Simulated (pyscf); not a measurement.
Thermochemistry of product channels of `[CH3][GaH][CH3]` + `[ClH]` on the singlet surface, in kcal/mol, from ωB97M-D3(BJ)/def2-TZVP energies (ideal gas, 1 atm, RRHO with modes under 100 cm⁻¹ raised to 100, one conformer, R ln 2 for chiral ones without a mode under 150 cm⁻¹). Optimised with ωB97X-D3(BJ)/def2-SVP in PySCF.

```
products                              ΔE  ΔH(298 K)  ΔG(298 K)  ΔG(900 K)
---------------------------------  -----  ---------  ---------  ---------
`[CH3][Ga]([CH3])[Cl]` + `[H][H]`  -29.4      -29.8      -28.3      -26.1
`[CH4]` + `[CH3][GaH][Cl]`         -37.3      -35.2      -34.9      -33.3
```

These are energies of the channels, which say nothing of barriers. Elements up to Kr have no core potential and no relativistic terms here.
